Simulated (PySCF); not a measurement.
H2O (charge +1 and doublet state).
SMILES: `[OH2+]`

Computed geometry: GFN2-xTB, gas phase. This method treats the open shell by occupation alone, without spin polarisation.

Masses are those of the commonest isotopes; rigid-rotor values at the optimised geometry. 

Problem. What are A, B and C (cm⁻¹)?

Solution. Ia = 0.44, Ib = 1.54, Ic = 1.98 u·Å²; 505379 MHz·u·Å²/I gives 1138240, 328577 and 254973 MHz, that is A = 37.96759, B = 10.96013, C = 8.50499 cm⁻¹.

Problem. Classify the top.

Solution. An asymmetric top; Ray's κ = -0.833.

Problem. Give the coordinates in the principal-axis frame, origin at the centre of mass.

Solution. The sense of each axis is arbitrary; atoms in the order of the calculation.
| atom | mass (u) | a (Å) | b (Å) | c (Å) |
| --- | --- | --- | --- | --- |
| O1 | 15.995 | 0.000 | 0.056 | 0.000 |
| H2 | 1.008 | -0.874 | -0.442 | 0.000 |
| H3 | 1.008 | 0.874 | -0.442 | 0.000 |

Problem. Estimate the classical rotational partition function at 298.15 K.

Solution. Point group C2v, symmetry number σ = 2; q = (√π/σ)·√((kT/h)³/(ABC)), k/h = 20836.6 MHz/K: 44.4 at 298.15 K.

For this open shell read J as N, the rotation without spin; fine and hyperfine splittings come on top. No GFN2-xTB frequencies stand behind this structure, so it isn't proved a minimum. Constants of a rigid frame at the computed geometry: no zero-point averaging, no centrifugal distortion.
